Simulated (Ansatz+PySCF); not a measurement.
The numbers below are computed, except where a source is named.
## Ansatz (development build ahead of 0.2.0) run

```yaml
crystal:
  periodic: [false, false, false]
  atoms:
    - { symbol: O, position_ang: [-1.45609, -0.15703, 0.0] }
    - { symbol: H, position_ang: [-1.90512, 0.69358, 0.0] }
    - { symbol: H, position_ang: [-0.51602, 0.08783, 0.0] }
    - { symbol: O, position_ang: [1.37352, 0.16183, 0.0] }
    - { symbol: H, position_ang: [1.54085, -0.40993, -0.75843] }
    - { symbol: H, position_ang: [1.54085, -0.40993, 0.75843] }
basis:
  gaussian: { orbitals: def2-SVP }
hamiltonian:
  xc: pbe
scf:
  omitted_lower_state_checks: [stability, starts, atomic_configurations, cluster_reference, orbital_swaps, given_window_search, neighbouring_geometries, increment]
output:
  forces: true
```

The input is written out in the form of the current development build from the run's settings.

The run gave:

- Converged: yes
- Total energy: -152.55941 hartree
- Spin squared of the determinant: 0.000

Forces (eV/Å):
```json
{"atom": "O1", "Fx": "-0.344", "Fy": "-0.713", "Fz": "0.000"}
{"atom": "H2", "Fx": "-0.231", "Fy": "0.527", "Fz": "0.000"}
{"atom": "H3", "Fx": "0.578", "Fy": "0.168", "Fz": "0.000"}
{"atom": "O4", "Fx": "-0.167", "Fy": "0.743", "Fz": "0.000"}
{"atom": "H5", "Fx": "0.082", "Fy": "-0.362", "Fz": "-0.419"}
{"atom": "H6", "Fx": "0.082", "Fy": "-0.362", "Fz": "0.419"}
```
